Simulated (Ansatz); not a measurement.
**Which isomer of C2H2F2O gives these data?**

These gas-phase data were calculated for one isomer of C2H2F2O at B3LYP-D3(BJ)/def2-SVP (harmonic, unscaled wavenumbers; equilibrium rotational constants with average atomic masses):

- rotational constants: 7.883, 5.953, 4.437 GHz
- all wavenumbers above 1500 cm⁻¹: 3219, 3107, 1563

Candidates:

(1) `F[C@@H]1O[C@H]1F`, a singlet
(2) `FC1(F)CO1`, a singlet
(3) `F[C@@H]1O[C@@H]1F`, a singlet

Task: Which structure fits? Where the bands don't settle it, estimate the moments of inertia from typical bond lengths.

Result: Candidate (2). The rotational constants decide: (1) would give 14.81, 3.567, 3.213 GHz; (3) would give 9.14, 5.121, 3.829 GHz.

The same quantities for all candidates:

|  | rotational constants (GHz) | wavenumbers above 1500 cm⁻¹ | E above the lowest, B3LYP-D3(BJ)/def2-SVP (kcal/mol) |
| --- | --- | --- | --- |
| (1) | 14.81, 3.567, 3.213 | 3157, 3155, 1521 | 3.8 |
| (2) | 7.883, 5.953, 4.437 | 3219, 3107, 1563 | 0.0 |
| (3) | 9.14, 5.121, 3.829 | 3152, 3141, 1514 | 5.6 |

Harmonic stretches to hydrogen usually lie a few per cent above observed fundamentals. Programs: Ansatz 0.2.0.
